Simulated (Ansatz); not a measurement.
## Ansatz (development build ahead of 0.2.0) run

```yaml
crystal:
  periodic: [false, false, false]
  atoms:
    - { symbol: C, position_ang: [-1.69234, 0.34108, 0.0] }
    - { symbol: O, position_ang: [-1.69234, 1.50108, 0.0] }
    - { symbol: O, position_ang: [-1.69234, -0.81892, 0.0] }
basis:
  gaussian: { orbitals: cc-pVTZ }
hamiltonian:
  xc: hf
correlation:
  method: mp2
  frozen_orbitals: { C: 1, O: 1 }
```

The input is written out in the form of the current development build from the run's settings.

Results

```json
{
 "Converged": "yes",
 "Reference energy": "-187.70726 hartree",
 "Correlation energy": "-0.60076 hartree",
 "Total energy": "-188.30802 hartree",
 "Spin squared of the determinant": "0.000",
 "Stability test": "minimum among restricted orbitals",
 "Occupied orbitals by symmetry in an Abelian subgroup (alpha; beta)": "4 Ag 3 B1u 1 B2g 1 B2u 1 B3g 1 B3u; 4 Ag 3 B1u 1 B2g 1 B2u 1 B3g 1 B3u"
}
```
